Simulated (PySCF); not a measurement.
Gas-phase reaction: AlH2Cl + 2 AlCl2F ⇌ AlClF2 + 2 AlHCl2

Computed with PySCF and rigid-rotor harmonic-oscillator thermochemistry at 1 bar. † marks an energy on the PBE0/def2-TZVP geometry and frequencies; other levels use their own. All species are closed-shell singlets. B3LYP is the form with VWN-RPA correlation. AlH2Cl, AlHCl2: computed as isolated molecules; such fragments, hydroxides, amides, oligomers or adducts are transient or little studied in the gas. The harmonic model lacks anharmonicity and excited electronic states, which grow with temperature; levels with a mode under 35 cm⁻¹ are left out.

```json
[
 {"level": "B3LYP/def2-TZVP†", "ΔE electronic, kJ": "-13", "ΔH°(298 K), kJ": "-12", "ΔS°(298 K), J/K": "1", "ΔG°(1200 K), kJ": "-13"},
 {"level": "M06-2X/def2-TZVP†", "ΔE electronic, kJ": "-12", "ΔH°(298 K), kJ": "-12", "ΔS°(298 K), J/K": "1", "ΔG°(1200 K), kJ": "-13"},
 {"level": "PBE/def2-SVP", "ΔE electronic, kJ": "-12", "ΔH°(298 K), kJ": "-12", "ΔS°(298 K), J/K": "1", "ΔG°(1200 K), kJ": "-13"},
 {"level": "PBE0/def2-TZVP", "ΔE electronic, kJ": "-13", "ΔH°(298 K), kJ": "-12", "ΔS°(298 K), J/K": "1", "ΔG°(1200 K), kJ": "-13"},
 {"level": "r2SCAN/def2-TZVP†", "ΔE electronic, kJ": "-12", "ΔH°(298 K), kJ": "-11", "ΔS°(298 K), J/K": "1", "ΔG°(1200 K), kJ": "-12"}
]
```
ΔH° is lowest at PBE0/def2-TZVP and highest at r2SCAN/def2-TZVP†. No reference value is set beside these.
